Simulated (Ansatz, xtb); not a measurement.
**Loss of C2H6: C4H7F → C2HF + C2H6**

Species: C4H7F `FC1CCC1`, singlet; C2HF `C#CF`, singlet; C2H6 (ethane) `CC`, singlet. 

Shapes, held fixed at every level: PBE0-D4/def2-TZVP. Programs: Ansatz 0.2.0, xtb 6.7.1. The zero-point and thermal change to 298 K, harmonic and unscaled (PBE0-D4/def2-TZVP), is -14.0 kJ/mol.

Problem. Estimate ΔH(298 K) of this reaction.

Solution. The highest level, CCSD(T)/CBS estimate, gives ΔH(298 K) = +205.7 kJ/mol; the levels span +191.0 to +262.4. The column of differences is taken from that level and isn't an error. No measured value is set beside it here. The CBS estimate extrapolates MP2 from def2-TZVPP and def2-QZVPP and adds CCSD(T) − MP2 in the triple-zeta set, cores frozen.

```json
{"level": "GFN2-xTB", "kind": "semi-empirical", "ΔH(298 K) (kJ/mol)": "+215.1", "less CCSD(T)/CBS estimate": "+9.4"}
{"level": "SPW92/def2-TZVPP", "kind": "LDA", "ΔH(298 K) (kJ/mol)": "+262.4", "less CCSD(T)/CBS estimate": "+56.7"}
{"level": "r2SCAN-D4/def2-TZVPP", "kind": "meta-GGA", "ΔH(298 K) (kJ/mol)": "+215.9", "less CCSD(T)/CBS estimate": "+10.2"}
{"level": "B3LYP-D4/def2-TZVPP", "kind": "global hybrid", "ΔH(298 K) (kJ/mol)": "+191.0", "less CCSD(T)/CBS estimate": "-14.7"}
{"level": "BHLYP-D4/def2-TZVPP", "kind": "global hybrid", "ΔH(298 K) (kJ/mol)": "+210.0", "less CCSD(T)/CBS estimate": "+4.3"}
{"level": "MP2/def2-TZVPP", "kind": "perturbation theory", "ΔH(298 K) (kJ/mol)": "+208.1", "less CCSD(T)/CBS estimate": "+2.4"}
{"level": "CCSD(T)/def2-SVP", "kind": "coupled cluster or CI", "ΔH(298 K) (kJ/mol)": "+204.0", "less CCSD(T)/CBS estimate": "-1.7"}
{"level": "CCSD/def2-SVP", "kind": "coupled cluster or CI", "ΔH(298 K) (kJ/mol)": "+205.6", "less CCSD(T)/CBS estimate": "-0.1"}
{"level": "CCSD(T)/CBS estimate", "kind": "coupled cluster or CI", "ΔH(298 K) (kJ/mol)": "+205.7", "less CCSD(T)/CBS estimate": "0.0"}
```
